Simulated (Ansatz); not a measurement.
Geometry optimisation, RKS PBE0-D4/6-31G* (Ansatz 0.2.0).

Input file:

```yaml
crystal:
  periodic: [false, false, false]
  atoms:
    - { symbol: B, position_ang: [-0.192042, 0.241631, -1.09717] }
    - { symbol: F, position_ang: [0.79417, -0.28771, 1.174133] }
    - { symbol: H, position_ang: [1.440898, 0.110448, 0.632809] }
    - { symbol: O, position_ang: [-1.350005, -0.254702, -0.743528] }
    - { symbol: H, position_ang: [-1.378121, -0.656368, 0.140957] }
basis:
  gaussian: { orbitals: "6-31G*" }
hamiltonian:
  xc: pbe0
  dispersion: d4
relax:
  f_tol: 0.03
  max_steps: 50
```

Run as:

```bash
$ ansatz run input.yaml --threads 1 --pin off --max-ram 2048MiB --backend cpu --events-out ev --progress --plain --runs-dir out
```

Question: Where does it end, and by what steps?

Answer: The run converged. After 25 steps the energy has fallen by 0.124 eV; F2 moved furthest, 1.26 Å.

| step | energy less start (eV) | largest force component (eV/Å) | accepted |
| --- | --- | --- | --- |
| 0 | 0.0000 | 0.444 | yes |
| 1 | -0.0165 | 1.587 | yes |
| 2 | -0.0577 | 1.005 | yes |
| 3 | -0.0840 | 0.346 | yes |
| 4 | -0.0905 | 0.272 | yes |
| 5 | -0.0904 | 0.396 | no |
| 6 | -0.0940 | 0.200 | yes |
| 7 | -0.0992 | 0.110 | yes |
| 8 | -0.0997 | 0.404 | yes |
| 9 | -0.1057 | 0.110 | yes |
| 10 | -0.0618 | 1.460 | no |
| 11 | -0.1090 | 0.059 | yes |
| 12 | -0.1093 | 0.318 | yes |
| 13 | -0.1089 | 0.677 | no |
| 14 | -0.1116 | 0.080 | yes |
| 15 | -0.1130 | 0.087 | yes |
| 16 | -0.1116 | 0.343 | no |
| 17 | -0.1142 | 0.071 | yes |
| 18 | -0.1154 | 0.151 | yes |
| 19 | -0.1159 | 0.309 | yes |
| 20 | -0.1211 | 0.322 | yes |
| 21 | -0.1225 | 0.118 | yes |
| 22 | -0.1228 | 0.107 | yes |
| 23 | -0.1171 | 0.492 | no |
| 24 | -0.1229 | 0.056 | yes |
| 25 | -0.1236 | 0.019 | yes |

```xyz
5
Properties=species:S:1:pos:R:3
B -0.317 -0.072 -0.383
F 2.000 0.030 1.367
H 1.322 0.057 0.698
O -1.455 -0.222 -0.982
H -2.236 -0.640 -0.592
```

Whether the end is a true minimum wasn't checked by a vibrational analysis.

Time of the run: 12 s on 1 thread of AMD EPYC 9R45 96-Core Processor (Zen 5), with other jobs on the host, peak memory 0.13 GiB.
